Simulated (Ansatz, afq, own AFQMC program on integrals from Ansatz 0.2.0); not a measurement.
# Si₂H₅ (doublet): AFQMC on the coupled-cluster ladder as a free ligand, def2-SVP

How near does AFQMC come to the top of the ladder for Si₂H₅ (doublet)?

Computed with Ansatz 0.2.0, Gaussian basis, and an in-house AFQMC program (afq) on its integrals; all values are calculated. Level: def2-SVP, frozen cores.

To be run: PBE (unrestricted); CCSD(T) on UHF; r2SCAN (unrestricted); PBE0 (unrestricted); B3LYP (unrestricted); CCSDT(Q) on UHF; wB97M-V (unrestricted); B2PLYP (unrestricted); Phaseless AFQMC, CISD trial on UHF; Phaseless AFQMC, single-determinant trial on UHF.

1 further run of the same task is left out (it didn't finish).

## 1. The geometry

The geometry is a PBE0/def2-SVP stationary point (not a proven minimum).

7 atoms, charge 0, spin multiplicity 2.

Atoms are counted from 1 here; the program's logs count them from 0.

Bond lengths: Si1–Si2 2.333 Å, Si1–H3 1.498 Å, Si1–H4 1.495 Å, Si1–H5 1.495 Å, Si2–H6 1.496 Å, Si2–H7 1.496 Å. Angles: Si2–Si1–H3 112.6°, Si2–Si1–H4 109.0°, Si2–Si1–H5 109.0°, H3–Si1–H4 108.6°, H3–Si1–H5 108.5°, H4–Si1–H5 109.1°, Si1–Si2–H6 114.4°, Si1–Si2–H7 114.4°, H6–Si2–H7 110.1°.

## 2. PBE (unrestricted)

Contents of in.yaml:

```yaml
crystal:
  periodic: [false, false, false]
  atoms:
    - {symbol: Si, position_ang: [-0.484588, 2.208463, 1.076509]}
    - {symbol: Si, position_ang: [-1.596575, 0.264961, 0.420622]}
    - {symbol: H, position_ang: [-1.280564, 3.027041, 2.046268]}
    - {symbol: H, position_ang: [0.811894, 1.834616, 1.719594]}
    - {symbol: H, position_ang: [-0.206907, 3.041643, -0.133139]}
    - {symbol: H, position_ang: [-1.807124, -0.728706, 1.519228]}
    - {symbol: H, position_ang: [-2.879746, 0.502732, -0.311352]}
basis:
  gaussian: {orbitals: def2-SVP}
magnetization: {spin_polarized: true, initial_magnetization: 1}
hamiltonian: {xc: {name: PBE}}
output: {orbitals: {seedname: orbitals}}
```

Launch:

```bash
> ansatz run in.yaml --threads 1 --pin off --events-out ev --progress --plain --max-ram 5632MiB --backend cpu
```

The program printed:

```text
Functional definition: PBE
  name "PBE"
  cite "Perdew, Burke & Ernzerhof, Phys. Rev. Lett. 77, 3865 (1996) doi:10.1103/PhysRevLett.77.3865"
  parent pbe
  parameter kappa = 0.804
  parameter beta = 0.06672455060314922
  exchange = pbe_x(kappa = kappa, mu = beta*pi^2/3)
  correlation = pbe_c(beta = beta)
682 factors; their error is unknown
mean field evaluation 1: about -15820.6098 eV, gradient 9.7e0 eV
mean field evaluation 2: about -15821.2767 eV, gradient 5.1e0 eV
mean field evaluation 4: about -15821.5237 eV, gradient 2.1e-1 eV
mean field evaluation 8: about -15821.4585 eV, gradient 9.9e-2 eV
mean field evaluation 16: about -15821.4585 eV, gradient 7.1e-5 eV
mean field -15821.45851914 eV, -581.4278764086 hartree, gradient 7.1e-5 eV, S^2 0.753069; 0 other end points of the search recorded, 0 dependent functions left out
reference -15821.45855267 eV, -581.4278776410 hartree; 17, 16 occupied and 44, 45 virtual orbitals, 682 factors
Total energy: -15821.45855267 eV, -581.4278776410 hartree
```

Wall time 1.1 s (1 thread of AMD EPYC 7R13 (Zen 3), shared host); peak memory 0.74 GiB.

From the report: ⟨S²⟩ of the determinant 0.753 (pure doublet: 0.75).

## 3. CCSD(T) on UHF

in.yaml, as its differences from that of step 2:

```diff
@@ -13,3 +13,2 @@
 magnetization: {spin_polarized: true, initial_magnetization: 1}
-hamiltonian: {xc: {name: PBE}}
-output: {orbitals: {seedname: orbitals}}
+correlation: {method: ccsd_t, electrons: outside_noble_gas, hamiltonian_folder: ham}
```

Launch:

```bash
> ansatz run in.yaml --threads 1 --pin off --events-out ev --progress --plain --max-ram 16896MiB --backend cuda --devices 0, --max-vram 18GiB
```

The program printed, shortened:

```text
Functional definition: HF
  name "HF"
  cite "Fock, Z. Phys. 61, 126 (1930) doi:10.1007/BF01340294"
  parent pbe
[...]
595 factors; integrals over basis functions are off by at most 1.1e-3 eV
[...]
mean field -15797.37386848 eV, -580.5427818221 hartree, gradient 1.3e-6 eV, S^2 0.757741; 0 other end points of the search recorded, 0 dependent functions left out
10 core orbitals not correlated: weight in the atoms' cores, before any rotation towards them, 1.000 or more for the frozen orbitals, at most 0.000 for the correlated occupied ones
reference -15797.37386848 eV, -580.5427818221 hartree; 7, 6 occupied and 44, 45 virtual orbitals, 595 factors
second order -5.19388965 eV of doubles, -0.00000000 eV of singles
cycle   1  -6.11688137 eV  change   -9.2e-1 eV  update   7.1e-2
[...]
cycle  10  -6.45536152 eV  change    9.2e-7 eV  update   1.2e-5
perturbative correction -0.15465874 eV, -0.0056836039 hartree
Total energy: -15803.98388874 eV, -580.7856955863 hartree
```

Run time: 3.8 s. Hardware: 1 × NVIDIA H100 80GB HBM3 with 1 thread of AMD EPYC 7R13 (Zen 3), shared host; peak host memory 0.81 GiB.

From the report: ⟨S²⟩ of the determinant 0.758 (pure doublet: 0.75); correlation -6.6100 eV; T1 0.013; largest double amplitude 0.04.

This run also writes the integrals to the folder ham.

## 4. r2SCAN (unrestricted)

in.yaml, as its differences from that of step 3:

```diff
@@ -13,2 +13,2 @@
 magnetization: {spin_polarized: true, initial_magnetization: 1}
-correlation: {method: ccsd_t, electrons: outside_noble_gas, hamiltonian_folder: ham}
+hamiltonian: {xc: {name: r2SCAN}}
```

Launch:

```bash
> ansatz run in.yaml --threads 1 --pin off --events-out ev --progress --plain --max-ram 5632MiB --backend cpu
```

The program printed:

```text
Functional definition: r2SCAN
  name "r2SCAN"
  cite "Furness, Kaplan, Ning, Perdew & Sun, J. Phys. Chem. Lett. 11, 8208 (2020) doi:10.1021/acs.jpclett.0c02405"
  cite "Furness, Kaplan, Ning, Perdew & Sun, J. Phys. Chem. Lett. 11, 9248 (2020) doi:10.1021/acs.jpclett.0c03077"
  parent r2scan
  parameter k0 = 0.174
  parameter k1 = 0.065
  parameter a1 = 4.9479
  exchange = r2scan_x(k0 = k0, k1 = k1, a1 = a1)
  correlation = r2scan_c
682 factors; their error is unknown
mean field evaluation 1: about -15828.0188 eV, gradient 7.6e0 eV
mean field evaluation 2: about -15828.4829 eV, gradient 3.6e0 eV
mean field evaluation 4: about -15828.6022 eV, gradient 1.9e-1 eV
mean field evaluation 8: about -15828.5356 eV, gradient 3.3e-2 eV
mean field evaluation 16: about -15828.5356 eV, gradient 3.2e-5 eV
mean field -15828.53557850 eV, -581.6879535430 hartree, gradient 3.2e-5 eV, S^2 0.755893; 0 other end points of the search recorded, 0 dependent functions left out
reference -15828.53558926 eV, -581.6879539384 hartree; 17, 16 occupied and 44, 45 virtual orbitals, 682 factors
Total energy: -15828.53558926 eV, -581.6879539384 hartree
```

Run time: 2.7 s. Hardware: 1 thread of AMD EPYC 7R13 (Zen 3), shared host; peak memory 0.74 GiB.

From the report: ⟨S²⟩ of the determinant 0.756 (pure doublet: 0.75).

## 5. PBE0 (unrestricted)

in.yaml, as its differences from that of step 4:

```diff
@@ -13,2 +13,3 @@
 magnetization: {spin_polarized: true, initial_magnetization: 1}
-hamiltonian: {xc: {name: r2SCAN}}
+hamiltonian: {xc: {name: PBE0}}
+output: {orbitals: {seedname: orbitals}}
```

Launched as before.

The program printed:

```text
Functional definition: PBE0
  name "PBE0"
  cite "Adamo & Barone, J. Chem. Phys. 110, 6158 (1999) doi:10.1063/1.478522"
  cite "Perdew, Burke & Ernzerhof, Phys. Rev. Lett. 77, 3865 (1996) doi:10.1103/PhysRevLett.77.3865"
  parent pbe
  parameter a = 0.25
  parameter kappa = 0.804
  parameter beta = 0.06672455060314922
  exchange = (1 - a)*pbe_x(kappa = kappa, mu = beta*pi^2/3) + a*exact_x
  correlation = pbe_c(beta = beta)
595 factors; integrals over basis functions are off by at most 1.1e-3 eV
mean field evaluation 1: about -15822.8899 eV, gradient 5.8e0 eV
mean field evaluation 2: about -15823.1702 eV, gradient 2.1e0 eV
mean field evaluation 4: about -15823.2059 eV, gradient 7.6e-1 eV
mean field evaluation 8: about -15823.2301 eV, gradient 4.2e-2 eV
mean field evaluation 16: about -15823.2301 eV, gradient 2.5e-5 eV
mean field -15823.23009745 eV, -581.4929807106 hartree, gradient 2.5e-5 eV, S^2 0.753681; 0 other end points of the search recorded, 0 dependent functions left out
reference -15823.23012283 eV, -581.4929816432 hartree; 17, 16 occupied and 44, 45 virtual orbitals, 595 factors
Total energy: -15823.23012283 eV, -581.4929816432 hartree
```

It took 1.5 s on 1 thread of AMD EPYC 7R13 (Zen 3), shared host; peak memory 0.74 GiB.

From the report: ⟨S²⟩ of the determinant 0.754 (pure doublet: 0.75).

## 6. B3LYP (unrestricted)

in.yaml, as its differences from that of step 5:

```diff
@@ -13,3 +13,2 @@
 magnetization: {spin_polarized: true, initial_magnetization: 1}
-hamiltonian: {xc: {name: PBE0}}
-output: {orbitals: {seedname: orbitals}}
+hamiltonian: {xc: {name: B3LYP}}
```

Launched as before.

The program printed, shortened:

```text
Functional definition: B3LYP
  name "B3LYP"
  cite "Stephens, Devlin, Chabalowski & Frisch, J. Phys. Chem. 98, 11623 (1994) doi:10.1021/j100096a001"
  cite "Becke, Phys. Rev. A 38, 3098 (1988) doi:10.1103/PhysRevA.38.3098"
  cite "Lee, Yang & Parr, Phys. Rev. B 37, 785 (1988) doi:10.1103/PhysRevB.37.785"
  cite "Vosko, Wilk & Nusair, Can. J. Phys. 58, 1200 (1980) doi:10.1139/p80-159"
[...]
595 factors; integrals over basis functions are off by at most 1.1e-3 eV
[...]
mean field -15831.24657768 eV, -581.7875809255 hartree, gradient 5.5e-6 eV, S^2 0.752470; 0 other end points of the search recorded, 0 dependent functions left out
reference -15831.24682058 eV, -581.7875898518 hartree; 17, 16 occupied and 44, 45 virtual orbitals, 595 factors
Total energy: -15831.24682058 eV, -581.7875898518 hartree
```

Run time: 1.3 s. Hardware: 1 thread of AMD EPYC 7R13 (Zen 3), shared host; peak memory 0.74 GiB.

From the report: ⟨S²⟩ of the determinant 0.752 (pure doublet: 0.75).

## 7. CCSDT(Q) on UHF

in.yaml, as its differences from that of step 6:

```diff
@@ -13,2 +13,2 @@
 magnetization: {spin_polarized: true, initial_magnetization: 1}
-hamiltonian: {xc: {name: B3LYP}}
+correlation: {method: ccsdt_q, electrons: outside_noble_gas}
```

Launch:

```bash
> ansatz run in.yaml --threads 1 --pin off --events-out ev --progress --plain --max-ram 16896MiB --backend cuda --devices 0, --max-vram 18GiB
```

The program printed, shortened:

```text
Functional definition: HF
  name "HF"
  cite "Fock, Z. Phys. 61, 126 (1930) doi:10.1007/BF01340294"
  parent pbe
[...]
1033 factors; integrals over basis functions are off by at most 1.7e-7 eV
[...]
mean field -15797.37390181 eV, -580.5427830467 hartree, gradient 1.3e-6 eV, S^2 0.757741; 0 other end points of the search recorded, 0 dependent functions left out
10 core orbitals not correlated: weight in the atoms' cores, before any rotation towards them, 1.000 or more for the frozen orbitals, at most 0.000 for the correlated occupied ones
reference -15797.37390181 eV, -580.5427830467 hartree; 7, 6 occupied and 44, 45 virtual orbitals, 1033 factors
second order -5.19391339 eV of doubles, -0.00000000 eV of singles
cycle   1  -6.11686680 eV  change   -9.2e-1 eV  update   7.9e-2
[...]
cycle  14  -6.64330287 eV  change   -1.6e-6 eV  update   1.4e-6
perturbative correction -0.00521752 eV, -0.0001917404 hartree
Total energy: -15804.02242220 eV, -580.7871116647 hartree
```

Wall time 7 s (1 × NVIDIA H100 80GB HBM3 with 1 thread of AMD EPYC 7R13 (Zen 3), shared host); peak host memory 0.86 GiB.

From the report: ⟨S²⟩ of the determinant 0.758 (pure doublet: 0.75); correlation -6.6485 eV; T1 0.013; largest double amplitude 0.04.

## 8. wB97M-V (unrestricted)

in.yaml, as its differences from that of step 7:

```diff
@@ -13,2 +13,3 @@
 magnetization: {spin_polarized: true, initial_magnetization: 1}
-correlation: {method: ccsdt_q, electrons: outside_noble_gas}
+hamiltonian: {xc: {name: wB97M-V}}
+output: {orbitals: {seedname: orbitals}}
```

Launch:

```bash
> ansatz run in.yaml --threads 1 --pin off --events-out ev --progress --plain --max-ram 5632MiB --backend cpu
```

The program printed, shortened:

```text
Functional definition: wB97M-V
  name "wB97M-V"
  cite "Mardirossian & Head-Gordon, J. Chem. Phys. 144, 214110 (2016) doi:10.1063/1.4952647"
  cite "Becke, J. Chem. Phys. 107, 8554 (1997) doi:10.1063/1.475007"
  cite "Vydrov & Van Voorhis, J. Chem. Phys. 133, 244103 (2010) doi:10.1063/1.3521275"
  # Of w^i u^j: cxij and so on, Table III.
[...]
  gx(w, u) = 1 - cx + cx01*u + cx10*w
  gss(w, u) = css00 + css04*u^4 + css10*w + css20*w^2 + css43*w^4*u^3
  gos(w, u) = cos00 + cos10*w + (cos20 + cos21*u)*w^2 + (cos60 + cos61*u)*w^6
[...]
      + integral(e_c_pw_mod_opposite_spin*gos(b97_w_opposite, b97_u_opposite)) + vv10(b, c)
595 factors; integrals over basis functions are off by at most 1.1e-3 eV
244 factors; integrals over basis functions are off by at most 7.9e-6 eV
[...]
mean field -15828.09626379 eV, -581.6718090253 hartree, gradient 4.2e-5 eV, S^2 0.751584; 0 other end points of the search recorded, 0 dependent functions left out
reference -15828.09630326 eV, -581.6718104758 hartree; 17, 16 occupied and 44, 45 virtual orbitals, 595 factors
Total energy: -15828.09630326 eV, -581.6718104758 hartree
```

Run time: 5.5 s. Hardware: 1 thread of AMD EPYC 7R13 (Zen 3), shared host; peak memory 0.74 GiB.

From the report: ⟨S²⟩ of the determinant 0.752 (pure doublet: 0.75).

## 9. B2PLYP (unrestricted)

in.yaml, as its differences from that of step 8:

```diff
@@ -13,3 +13,3 @@
 magnetization: {spin_polarized: true, initial_magnetization: 1}
-hamiltonian: {xc: {name: wB97M-V}}
-output: {orbitals: {seedname: orbitals}}
+hamiltonian: {xc: {name: B2PLYP}}
+correlation: {electrons: outside_noble_gas}
```

Same command.

The program printed, shortened:

```text
Functional definition: B2PLYP
  name "B2PLYP"
  cite "Grimme, J. Chem. Phys. 124, 034108 (2006) doi:10.1063/1.2148954"
  cite "Becke, Phys. Rev. A 38, 3098 (1988) doi:10.1103/PhysRevA.38.3098"
  cite "Lee, Yang & Parr, Phys. Rev. B 37, 785 (1988) doi:10.1103/PhysRevB.37.785"
[...]
595 factors; integrals over basis functions are off by at most 1.1e-3 eV
[...]
mean field -15820.95555721 eV, -581.4093928986 hartree, gradient 2.8e-6 eV, S^2 0.753984; 0 other end points of the search recorded, 0 dependent functions left out
10 core orbitals not correlated: weight in the atoms' cores, before any rotation towards them, 1.000 or more for the frozen orbitals, at most 0.000 for the correlated occupied ones
reference -15820.95571456 eV, -581.4093986813 hartree; 7, 6 occupied and 44, 45 virtual orbitals, 595 factors
second order -6.50784753 eV of doubles, -0.00000000 eV of singles
Total energy: -15822.71283340 eV, -581.4739716073 hartree
```

It took 1.6 s on 1 thread of AMD EPYC 7R13 (Zen 3), shared host; peak memory 1 GiB.

From the report: ⟨S²⟩ of the determinant 0.754 (pure doublet: 0.75).

## 10. Phaseless AFQMC, CISD trial on UHF

It reads the integrals that the CCSD(T) run on this determinant wrote.

Launch:

```bash
> afq ham --method phaseless --trial cisd --walkers 4000 --populations 20 --least-time 60 --time-step 0.005 --steps-per-block 50 --equilibration-blocks 28 --max-blocks 4000 --target-error 0.00013 --factor-cut 1e-05 --start spin_pure --seed 236 --release-times 0.24,0.5,1,1.5 --release-step 0.02 --release-every 3 --taylor-order 6
```

The program printed:

```text
orbitals 51  electrons 7 6  factors 399 of 595
reference energy -580.54278182 Eh
CCSD correlation -0.23723003 Eh in 11 cycles, weight of the determinant in the CISD state 0.8719
energy of the start -580.779807 Eh
 block  time / (1/Eh)  mean weight  energy / Eh
     1     0.250  0.9999  -580.775486
     2     0.500  1.0000  -580.776515
     3     0.750  1.0000  -580.778620
     4     1.000  1.0002  -580.780286
     5     1.250  0.9997  -580.781940
     6     1.500  0.9999  -580.782969
     7     1.750  1.0000  -580.783834
     8     2.000  0.9998  -580.784383
     9     2.250  1.0003  -580.784948
    10     2.500  0.9999  -580.785258
    11     2.750  1.0002  -580.785856
    12     3.000  0.9999  -580.785882
    13     3.250  0.9999  -580.785967
    14     3.500  1.0002  -580.786124
    15     3.750  0.9998  -580.786297
    16     4.000  1.0000  -580.786912
    17     4.250  1.0002  -580.787135
    18     4.500  0.9997  -580.787129
    19     4.750  0.9998  -580.787035
    20     5.000  0.9998  -580.786632
    21     5.250  0.9997  -580.786772
    22     5.500  0.9996  -580.786656
    23     5.750  0.9998  -580.787201
    24     6.000  1.0003  -580.787329
    25     6.250  1.0001  -580.787103
    26     6.500  1.0000  -580.787106
    27     6.750  1.0001  -580.787057
    28     7.000  1.0002  -580.787204
    29     7.250  1.0003  -580.787394
    30     7.500  1.0001  -580.787977
    31     7.750  0.9997  -580.787815
    32     8.000  0.9999  -580.787680
    33     8.250  1.0000  -580.787325
    34     8.500  0.9999  -580.787256
    35     8.750  1.0001  -580.787514
    36     9.000  0.9999  -580.787425
    37     9.250  0.9998  -580.787061
    38     9.500  0.9999  -580.787179
    39     9.750  1.0001  -580.786926
    40    10.000  1.0000  -580.786868
    41    10.250  1.0002  -580.786715
    42    10.500  1.0002  -580.787459
    43    10.750  1.0000  -580.786812
    44    11.000  1.0000  -580.786981
    45    11.250  1.0000  -580.786212
    46    11.500  0.9996  -580.786435
    47    11.750  1.0001  -580.786775
    48    12.000  0.9997  -580.786666
    49    12.250  1.0002  -580.786621
    50    12.500  0.9998  -580.786614
    51    12.750  1.0001  -580.786948
    52    13.000  1.0002  -580.787136
    53    13.250  1.0004  -580.787160
    54    13.500  1.0000  -580.787481
    55    13.750  1.0000  -580.787189
    56    14.000  0.9999  -580.787288
    57    14.250  1.0002  -580.787236
    58    14.500  0.9999  -580.787106
    59    14.750  1.0002  -580.786965
    60    15.000  0.9998  -580.786766
    61    15.250  1.0001  -580.786715
    62    15.500  1.0001  -580.786602
    63    15.750  1.0002  -580.786534
    64    16.000  1.0000  -580.786552
    65    16.250  1.0001  -580.786924
    66    16.500  0.9999  -580.786555
    67    16.750  1.0002  -580.787357
    68    17.000  1.0003  -580.787426
    69    17.250  1.0004  -580.787155
    70    17.500  0.9998  -580.786750
    71    17.750  0.9999  -580.786734
    72    18.000  1.0004  -580.786934
    73    18.250  1.0000  -580.787154
    74    18.500  1.0001  -580.786912
    75    18.750  0.9998  -580.786750
    76    19.000  1.0000  -580.786690
    77    19.250  1.0001  -580.786870
    78    19.500  0.9999  -580.787266
error from the spread of 20 populations
released: time / (1/Eh)  energy / Eh  error  mean overlap
  0.24  -580.787101  0.000099  0.9968
  0.50  -580.787130  0.000064  0.9948
  1.00  -580.787253  0.000063  0.9896
  1.50  -580.787090  0.000093  0.9933
energy -580.787017 +/- 0.000100 Eh
```

Run time: 92 s. Hardware: 1 × NVIDIA H100 80GB HBM3 with 2 threads of AMD EPYC 7R13 (Zen 3), shared host; peak host memory 1.5 GiB.

Energy -15804.0199 ± 0.0027 eV. Caveats: constraint bias not in the error.

## 11. Phaseless AFQMC, single-determinant trial on UHF

It reads the integrals that the CCSD(T) run on this determinant wrote.

Launch:

```bash
> afq ham --method phaseless --trial hf --walkers 4000 --populations 20 --least-time 40 --time-step 0.005 --steps-per-block 20 --equilibration-blocks 112 --max-blocks 4000 --target-error 0.00063 --factor-cut 1e-05 --start spin_pure --seed 529 --taylor-order 6
```

The program printed:

```text
orbitals 51  electrons 7 6  factors 399 of 595
reference energy -580.54278182 Eh
CCSD correlation -0.23723003 Eh in 11 cycles, weight of the determinant in the CISD state 0.8719
energy of the start -580.542880 Eh
 block  time / (1/Eh)  mean weight  energy / Eh
     1     0.100  1.0005  -580.585928
     2     0.200  1.0011  -580.619444
     3     0.300  1.0015  -580.647000
     4     0.400  1.0012  -580.668436
     5     0.500  1.0014  -580.686380
     6     0.600  1.0009  -580.701505
     7     0.700  1.0012  -580.714370
     8     0.800  1.0010  -580.723955
     9     0.900  1.0006  -580.731607
    10     1.000  1.0005  -580.738154
    13     1.300  1.0000  -580.754582
    19     1.900  0.9999  -580.775051
    25     2.500  1.0001  -580.780938
    31     3.100  0.9999  -580.783363
    37     3.700  1.0002  -580.787707
    43     4.300  1.0000  -580.790836
    49     4.900  0.9999  -580.787013
    55     5.500  0.9998  -580.787814
    61     6.100  0.9999  -580.786182
    67     6.700  0.9997  -580.787240
    73     7.300  1.0001  -580.788830
    79     7.900  0.9999  -580.787400
    85     8.500  1.0001  -580.792757
    91     9.100  0.9999  -580.789432
    97     9.700  1.0002  -580.789037
   103    10.300  1.0000  -580.793380
   109    10.900  0.9995  -580.792662
   115    11.500  1.0004  -580.788563
   121    12.100  1.0003  -580.783711
   127    12.700  0.9997  -580.788002
   133    13.300  0.9999  -580.788400
   139    13.900  1.0001  -580.790072
   145    14.500  0.9998  -580.790731
   151    15.100  1.0000  -580.787230
   157    15.700  0.9998  -580.785601
   163    16.300  1.0004  -580.787608
   169    16.900  0.9997  -580.787981
   175    17.500  0.9998  -580.786394
   181    18.100  0.9999  -580.788215
   187    18.700  0.9999  -580.785681
   193    19.300  1.0000  -580.787088
   199    19.900  1.0000  -580.786824
   205    20.500  0.9999  -580.787653
   211    21.100  1.0000  -580.788661
   217    21.700  0.9999  -580.787836
   223    22.300  1.0001  -580.785303
   229    22.900  1.0000  -580.785688
   235    23.500  0.9999  -580.785822
   241    24.100  0.9999  -580.784916
   247    24.700  0.9998  -580.783415
   253    25.300  1.0002  -580.786420
   259    25.900  1.0002  -580.786780
error from the spread of 20 populations
energy -580.787100 +/- 0.000628 Eh
```

It took 58 s on 1 × NVIDIA H100 80GB HBM3 with 2 threads of AMD EPYC 7R13 (Zen 3), shared host; peak host memory 1.6 GiB.

Energy -15804.0221 ± 0.0171 eV. Caveats: constraint bias not in the error.

## 12. AFQMC on the ladder

On the UHF determinant, counted from CCSDT(Q) (a yardstick, not exact):

| level | energy (eV) | from CCSDT(Q) (kcal/mol) | statistical error (kcal/mol) | time |
| --- | --- | --- | --- | --- |
| HF | -15797.3739 | +153.32 |  |  |
| MP2 | -15802.5678 | +33.55 |  |  |
| CCSD | -15803.8292 | +4.46 |  |  |
| CCSD(T) | -15803.9839 | +0.89 |  |  |
| CCSDT(Q) | -15804.0224 | 0.00 |  |  |
| Phaseless AFQMC, CISD trial, step 0.005, 4000 walkers | -15804.0199 | +0.06 | 0.06 | 92 s |
| Phaseless AFQMC, single-determinant trial, step 0.005, 4000 walkers | -15804.0221 | +0.01 | 0.39 | 58 s |

The functionals' totals stand on their own zeros and serve differences with other points: PBE -15821.459 eV; r2SCAN -15828.536 eV; PBE0 -15823.230 eV; B3LYP -15831.247 eV; wB97M-V -15828.096 eV; B2PLYP -15822.713 eV.

## 13. Summary of results

| quantity | value |
| --- | --- |
| CCSD(T) on UHF from CCSDT(Q) | +0.89 kcal/mol |
| Phaseless AFQMC, CISD trial on UHF from CCSDT(Q) | +0.06 ± 0.06 kcal/mol |
| Phaseless AFQMC, single-determinant trial on UHF from CCSDT(Q) | +0.01 ± 0.39 kcal/mol |

**Reading.** On UHF the phaseless walk with the CISD trial lies +0.06 kcal/mol from CCSDT(Q), within three error bars. Error bars are statistical and leave out the constraint, the time step and what remains of the start.
